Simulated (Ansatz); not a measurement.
Ansatz (a program for electronic structure) input (MP2/6-31G*):

Ansatz 0.2 input:
```yaml
crystal:
  periodic: [false, false, false]
  atoms:
    - {symbol: S, position_ang: [-0.00000000, -0.00000000, -0.07925565]}
    - {symbol: H, position_ang: [0.00000000, 0.00000000, 1.26809037]}
basis:
  gaussian:
    orbitals: 6-31G*
magnetization: {spin_polarized: true, initial_magnetization: 1}
correlation: {method: mp2, electrons: outside_noble_gas}
relax: {f_tol: 0.003, max_steps: 120}
```

What final total energy does it give?

-398.16194 Eh.
